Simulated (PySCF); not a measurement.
## Orbital energies, ionisation energy and electron affinity

Compound: C3H2ClPS.
Atom-mapped SMILES: `[Cl:1][c:2]1[cH:3][p:4][cH:5][s:6]1` (hydrogens: H7 on C3; H8 on C5)

Structure used (PBE0-D3(BJ)/def2-SVP), in Å, numbered top down from 1:
```
atom  x, y, z in Å
Cl1   -1.9834   -1.1747    1.5150
C2    -0.7452   -0.4510    0.5678
C3    -0.7553    0.8245    0.0813
P4     0.6539    1.3240   -0.8705
C5     1.4296   -0.1921   -0.7016
S6     0.6386   -1.4090    0.1923
H7    -1.6012    1.4859    0.2811
H8     2.4024   -0.4516   -1.1259
```

Level: B3LYP/def2-SVPD (PySCF). Frontier orbitals with their largest atomic shares (Löwdin; up to four atoms above 4 %):

```json
{"orbital": "HOMO−3", "ε (eV)": "-9.20", "main atoms": "Cl1 69 %, C2 10 %, S6 9 %"}
{"orbital": "HOMO−2", "ε (eV)": "-8.01", "main atoms": "P4 61 %, C3 11 %, S6 10 %, C5 10 %"}
{"orbital": "HOMO−1", "ε (eV)": "-7.54", "main atoms": "C3 31 %, S6 24 %, C2 15 %, P4 11 %"}
{"orbital": "HOMO", "ε (eV)": "-6.80", "main atoms": "?"}
{"orbital": "LUMO", "ε (eV)": "-1.84", "main atoms": "P4 28 %, C5 27 %, S6 22 %, C2 10 %"}
{"orbital": "LUMO+1", "ε (eV)": "-0.53", "main atoms": "C3 29 %, C2 23 %, P4 22 %, C5 7 %"}
{"orbital": "LUMO+2", "ε (eV)": "-0.36", "main atoms": "S6 41 %, P4 17 %, Cl1 12 %, C5 10 %"}
```

Task: What vertical ionisation energy does ΔSCF give, and how far is −ε(HOMO) from it?

Result: ΔSCF: 8.84 eV (853 kJ/mol; threshold wavelength 140 nm); ⟨S²⟩ of the doublet left behind is 0.761, against 0.75 for a pure doublet. −ε(HOMO) is 6.80 eV, 2.04 eV below it. For the exact functional −ε(HOMO) would equal the first vertical ionisation energy; B3LYP (global hybrid, 20 % exact exchange) falls short of its own ΔSCF value by 23 %.

Task: On which atoms does the HOMO lie?

Result: C5 (aromatic CH next to a ring sulfur) 28 %, P4 (phosphorus bonded to 2 C) 25 %, C2 (aromatic C–Cl carbon) 14 %, Cl1 (aryl chlorine) 13 %, so no atom holds as much as 40 %. The HOMO−1 lies 0.74 eV lower.

Task: And the vertical electron affinity, the fundamental gap, Mulliken's electronegativity and the hardness (with the factor ½)?

Result: EA = -0.07 eV by ΔSCF (−ε(LUMO) = 1.84 eV); a negative value means that the added electron isn't bound at this geometry and level, and the number then depends on the basis. IE − EA = 8.91 eV against an orbital gap of 4.96 eV; (IE + EA)/2 = 4.38 eV; (IE − EA)/2 = 4.46 eV.

Task: How many of the 10 lowest singlet excitations (vertical TDDFT, same level) lie below the ionisation energy?

Result: All 10; they run from 4.69 to 6.45 eV.

Task: The lowest singlet excitation (vertical TDDFT, same level) lies at 4.69 eV. How far is it below IE − EA?

Result: IE − EA = 8.91 eV, so by 4.22 eV.

Task: What total energies stand behind the ΔSCF value?

Result: E(N) = -1314.84568 Eh and E(N − 1) = -1314.52072 Eh at the same geometry, 0.32496 Eh apart. With one more electron, E(N + 1) = -1314.84308 Eh.

Geometry: PBE0-D3(BJ)/def2-SVP; no solvent, vibrations or thermal averaging.

These values come from a run that also computed excited states and ΔSCF ions. Hardware: one thread of an Intel Xeon Platinum 8488C, on a shared host. Cost: 62 s of wall time, 0.76 GiB resident at most.
